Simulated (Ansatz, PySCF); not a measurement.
Wanted: the gas-phase enthalpy of formation of CCOC [methoxyethane] at 298 K. Reaction (SMILES): CCOC [methoxyethane] + C (CH4) + O (H2O) → CC (C2H6) [ethane] + 2 CO (CH4O); bond separation energy.

Structures are relaxed separately at B3LYP-D3(BJ)/def2-TZVP in Ansatz (a quantum-chemistry and plane-wave program), one conformer each, not searched for the lowest. Correlated levels leave the core frozen unless marked. Open shells are spin-unrestricted. Spin-orbit coupling is left out. Non-relativistic. Basis-set limits of correlation are two-point, X^-3; Hartree-Fock from the larger set. [CCSD(T)-MP2]/basis is that difference in the basis named. Thermal terms are rigid-rotor harmonic-oscillator values from B3LYP-D3(BJ) frequencies (PySCF) at 298.15 K and 1 atm. 1 Eh = 627.5095 kcal/mol. PBE is always shown; the other two functionals were drawn at random. The atomisation route leaves out scalar relativity and anharmonic zero-point terms, the atoms' spin-orbit terms, and in the frozen-core level the core correlation. Atomic data: G2/97 table in ASE.

Tabulated enthalpies of formation of the partners: C (CH4) -17.8 kcal/mol, ATcT 1.112; CC (C2H6) -20.0 kcal/mol, ATcT 1.112; CO (CH4O) -48.0 kcal/mol, ATcT 1.112; O (H2O) -57.8 kcal/mol, ATcT 1.112. G2/97 and CRC values are older and not checked against later work.

```csv
level,computed ΔH of the reaction (kcal/mol),ΔHf by atomisation and measured atoms (kcal/mol)
PBE/def2-TZVPD (Ansatz),9.8,-66.3
r2SCAN-D4/def2-TZVPD (Ansatz + dftd4),11.4,-51.4
B3LYP-D3(BJ)/def2-TZVPD (Ansatz + dftd3),10.3,-52.3
"RI-MP2/CBS(cc-pVTZ,cc-pVQZ)+[CCSD(T)-MP2]/cc-pVTZ (Ansatz)",11.3,-52.3
```

### Question
Derive ΔHf from the reaction at each level, and compare how far the levels part by the two routes.

### Answer

The partners sum to -40.4 kcal/mol (products minus other reactants), so ΔHf = (-40.4 - ΔH):
- PBE/def2-TZVPD: -50.2; errors +1.5 by the reaction, -14.6 by atomisation
- r2SCAN-D4/def2-TZVPD: -51.8; errors -0.1 by the reaction, +0.3 by atomisation
- B3LYP-D3(BJ)/def2-TZVPD: -50.7; errors +1.0 by the reaction, -0.6 by atomisation
- RI-MP2/CBS(cc-pVTZ,cc-pVQZ)+[CCSD(T)-MP2]/cc-pVTZ: -51.7; errors +0.0 by the reaction, -0.6 by atomisation
All levels span 1.6 kcal/mol by the reaction and 14.9 by atomisation; without PBE they span 1.1 and 0.9. The errors are against the measured -51.7 kcal/mol (G2/97 table).
